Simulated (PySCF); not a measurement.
## How methods differ on the ionisation energy of Cl

Cl [Ne] 3s2 3p5 (2P) → Cl⁺ [Ne] 3s2 3p4 (3P), as a difference of total energies. Computed with PySCF 2.14 in x2c-TZVPall (5s5p2d1f, 37 functions), with the spin-free X2C one-electron Hamiltonian (Gaussian nucleus). Correlated levels: valence: [Ne] frozen. The calculations carry no spin-orbit coupling.

**Question.** Order these methods by the ionisation energy they give, lowest first.
A. CCSD(T) (valence)
B. UHF
C. PBE
D. CCSD (valence)

**Answer.** B (11.760 eV), D (12.659 eV), A (12.696 eV), C (12.939 eV).

Errors of the correlated levels include the incompleteness of this basis and the frozen core.

For comparison: 12.974 eV (measured; NIST levels, between the centres of gravity of the two terms).
